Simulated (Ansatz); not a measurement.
C: from a trial structure to a relaxed crystal

Method: DFT r2SCAN, scalar-relativistic, plane waves, PAW in Ansatz.

C was placed on the indium (bct) structure type (I4/mmm, No. 139), at a guessed volume.

Input of the last, converged step (default PAW datasets):

```yaml
crystal:
  lattice:
    - [-0.8052013864, 0.8052013864, 3.3831110589]
    - [0.8052013864, -0.8052013864, 3.3831110589]
    - [0.8052013864, 0.8052013864, -3.3831110589]
  atoms:
    - { symbol: C, position: [0.0, 0.0, 0.0] }
basis:
  ecutwfc: 500
kpoints:
  mp_grid: { grid: [46, 46, 46] }
hamiltonian:
  xc: r2scan
scf:
  occupations: { method: gaussian, width: 0.1 }
output:
  forces: true
  stress: true
  eigenvalues: true
relax:
  adjacent_minimum: "off"
  f_tol: 0.01
  max_steps: 80
  cell: { stress_tol: 0.05 }
```

It can be run as:

```bash
ansatz run input.yaml --threads 1 --pin off --backend cpu --events-out ev --progress --plain --runs-dir out  # memory cap (--max-ram) not shown
```

The program printed at the end:

```
SCF converged after 3 iterations
Free energy (F): -248.906202 eV
Harris-Foulkes:  -248.906202 eV  (|F-HF|=1.90e-12)
Internal energy: -248.904656 eV  (E = F + TS)
E sigma→0 (E₀):  -248.905429 eV
Entropy (-TS):   -0.001546 eV (-1.546 meV/atom)
Fermi energy:    6.682737 eV
--- Per-component energies (eV) ---
  E_band       = -6.741798
  E_kinetic    = 85.848756
  E_local      = -134.477087  (includes V_loc(G=0)·N_el)
  E_nonlocal   = 26.990989
  E_hartree    = 40.420133
  E_xc         = -46.181871
  E_vxc        = -64.104061  (∫ρ·V_xc dr)
  E_paw        = -99.934637  (= ΣΔE_a)
  E_vpaw       = -5.483618  (= ΣTr[D̂ρ^β])
  E_aug_tail   = 0.000003  (compensation charges beyond the density's cutoff)
  E_vtau       = 3.642970  (kinetic-family band-sum trace: ∫τ·v_τ [+ j·A + Jᵃ·Aᵃ] dr)
  E_ewald      = -121.546169
  E_core_change = -0.024774  (= ΣΔE_core)
  E_smearing   = -0.001546  (= −TS)
  E_closure    =  0.000000  (closes the sum)
  Σ components = -248.906202   (vs F -248.906202, Δ=0.00e0)
--- Forces (eV/Å), atoms counted from 1 ---
  atom   1  C      0.00000000     0.00000000     0.00000000
  max |Σ_I F_I| component: 4.93e-32 eV/Å
--- Stress (GPa, compression-positive) ---
       -0.002176       0.000000       0.000000
        0.000000      -0.002176       0.000000
        0.000000       0.000000       0.010116
  P = ⅓ Tr σ = 0.0019 GPa (0.019 kbar)
--- Relaxed structure (4 steps of the walk, 4 accepted, 1 SCFs on fresh bases) ---
  F+E_penalty+E_count = -248.90620171 eV   max|allowed force component| = 0.000e0 eV/Å   (the final SCF, on the basis selected at the relaxed cell)
  cell:  # Å, volume = 8.9020 Å³
    - [-0.810275, 0.810275, 3.389692]
    - [0.810275, -0.810275, 3.389692]
    - [0.810275, 0.810275, -3.389692]
  atoms:
    - { symbol: C, position: [0.0, 0.0, 0.0] }
```

Absolute energies hang on the potentials; compare differences alone.

The result has space group I4/mmm (No. 139). C has 4 C at 1.62 Å.

It lies 2.76 eV/atom above the element's standard state at the same level.

The k mesh leaves about 4 meV/atom of noise in metals. No dispersion correction is applied, so the spacing between layers, chains or molecules is poorly fixed, and with it the volume and density.

A structure relaxed within its symmetry needn't be a true minimum.